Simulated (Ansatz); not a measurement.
Ansatz (an electronic-structure program) input:

Ansatz 0.2 input:
```yaml
crystal:
  periodic: [false, false, false]
  atoms:
    - {symbol: C, position_ang: [-0.01161473, -0.02640307, 0.83180950]}
    - {symbol: C, position_ang: [0.01051919, -0.75709445, -0.62801581]}
    - {symbol: C, position_ang: [0.00595158, 0.55569554, -0.51323913]}
    - {symbol: H, position_ang: [0.88841082, -0.06781218, 1.45981855]}
    - {symbol: H, position_ang: [-0.92871443, -0.07190482, 1.43431575]}
    - {symbol: H, position_ang: [0.01116736, 1.50652892, -1.03746167]}
basis:
  gaussian:
    orbitals: def2-TZVP
hamiltonian:
  xc: {name: PBE0}
total_charge: -1
```

Question: What final total energy does it print?

Answer: -115.88357 Eh (PBE0/def2-TZVP). The basis has 111 functions.

It need not be the lowest isomer of its formula. Whether it binds its extra electron was not tested at this geometry.
